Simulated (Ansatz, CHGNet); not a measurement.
Lattice constant a of 1T (CdI2-type) PtSe2: levels of theory against measurement

Reference value: 3.727 Å (measured, temperature not stated, not corrected to a static lattice; as tabulated in Björkman (2014), arXiv:1406.2436).

Problem. Put these levels in order of the lattice constant a that they give for 1T (CdI2-type) PtSe2, smallest first: CHGNet 0.3.0 (CHGNet), LDA (Ansatz, a program for electronic structure), r²SCAN+rVV10 (Ansatz).

Solution. r²SCAN+rVV10 (3.730 Å), LDA (3.741 Å), CHGNet 0.3.0 (3.766 Å)

Differences against the reference: CHGNet 0.3.0 +1.05 %, LDA +0.38 %, r²SCAN+rVV10 +0.08 %.

The measured value isn't corrected to a static lattice, so vibrations enter the comparison. A static lattice is as a rule a little smaller than the measured one.  Density-functional levels without +SOC have no spin–orbit coupling. LDA: the cell comes from a level without a dispersion term, which matters for the spacing of layers, chains or molecules. Cutoffs differ between the levels. Ansatz's density-functional and Hartree–Fock values are scalar-relativistic unless marked +SOC, with PAW data made under PBE.

Machine-learned potentials (CHGNet 0.3.0) are trained on DFT data, which may include these solids.

Differences are worked out from the printed values.
